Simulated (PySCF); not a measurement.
# Name the molecule from its bond curve

A diatomic of charge -1 contains Si. Its quartet curve at PW91 in a double-zeta basis (no relativity, PySCF), in eV from the separated fragments:

```csv
R (Å),E (eV)
2.349,-0.726
2.459,-0.904
2.568,-0.997
2.650,-1.026
2.732,-1.031
2.814,-1.019
2.923,-0.985
3.060,-0.924
3.224,-0.841
3.442,-0.730
```

The fit gives ωe = 243 cm⁻¹ and the rotational constant Bₑ = 0.1775 cm⁻¹.

Task: Which atom is the partner?

Result: The minimum lies at 2.712 Å, so the reduced mass is 16.8576 u Å² cm⁻¹/(Bₑ·Re²) = 12.91 u. With Si at 27.98 u the partner weighs about 24.0 u: Mg. The molecule is MgSi⁻.

The highest Kohn–Sham level is positive in this anion. Much of that is self-interaction error, but it also means that the finite basis helps to hold the extra electron. The state was picked by a PBE0 search and need not be the measured ground state.
